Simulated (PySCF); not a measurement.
1-methoxybutane, C5H12O.
Atom-mapped SMILES: `[CH3:1][CH2:2][CH2:3][CH2:4][O:5][CH3:6]` (hydrogens: H7, H8, H9 on C1; H10, H11 on C2; H12, H13 on C3; H14, H15 on C4; H16, H17, H18 on C6)

The calculation used TDDFT PBE0/def2-SVPD, vertical, gas phase, core orbitals frozen in the response in PySCF. The structure is a single GFN2-xTB conformer in the gas phase; no vibrational or solvent corrections. Torsions of this conformer, `[CH3:1][CH2:2][CH2:3][CH2:4][O:5][CH3:6]`: C1–C2–C3–C4 179°, C2–C3–C4–O5 -59°, C3–C4–O5–C6 -72°.

Question: List the vertical singlet excitations with oscillator strengths and describe the spectrum.

Answer: 

```csv
state,E (eV),E (hartree),f,"main configurations (H = HOMO, L = LUMO)"
S1,6.90,0.2534,0.014,H→L (93%)
S2,7.54,0.2769,0.0028,"H→L+2 (50%), H→L+1 (38%)"
S3,7.65,0.2812,0.043,"H→L+1 (51%), H→L+2 (39%)"
S4,7.75,0.2849,0.020,"H→L+3 (87%), H→L+2 (8%)"
S5,8.25,0.3031,0.0084,"H→L+4 (45%), H→L+5 (40%)"
S6,8.30,0.3050,0.0098,H-1→L (90%)
S7,8.58,0.3154,0.0098,"H→L+5 (52%), H→L+4 (37%)"
S8,8.76,0.3219,0.029,H→L+6 (81%)
```

Triplets, Tamm–Dancoff:

```json
{"state": "T1", "E (eV)": "6.76", "λ (nm)": "183.5", "main configurations (H = HOMO, L = LUMO)": "H→L (89%)"}
{"state": "T2", "E (eV)": "7.35", "λ (nm)": "168.8", "main configurations (H = HOMO, L = LUMO)": "H→L+2 (58%), H→L+4 (14%), H→L+1 (12%)"}
{"state": "T3", "E (eV)": "7.55", "λ (nm)": "164.1", "main configurations (H = HOMO, L = LUMO)": "H→L+1 (64%), H→L+3 (19%)"}
```

The lowest singlet lies at 6.90 eV (180 nm, vacuum ultraviolet) and is weak; its leading configuration is HOMO→LUMO (93%). The strongest level in the table is S3 at 7.65 eV (162 nm, f = 0.043). Löwdin shares by element: HOMO oxygen 56%, carbon 26% or more (atoms not listed hold the other 17%); LUMO carbon 35% or more, hydrogen 8% or more (atoms not listed hold the other 57%). The listed states span 1.86 eV, and the widest gap between neighbours is 0.64 eV (S1 to S2). Weighted by f, the mean energy of these states is 7.97 eV. Of the 8 states listed, 4 reach f = 0.01 and none stays under 0.0005. The window holds the lowest 8 singlets.
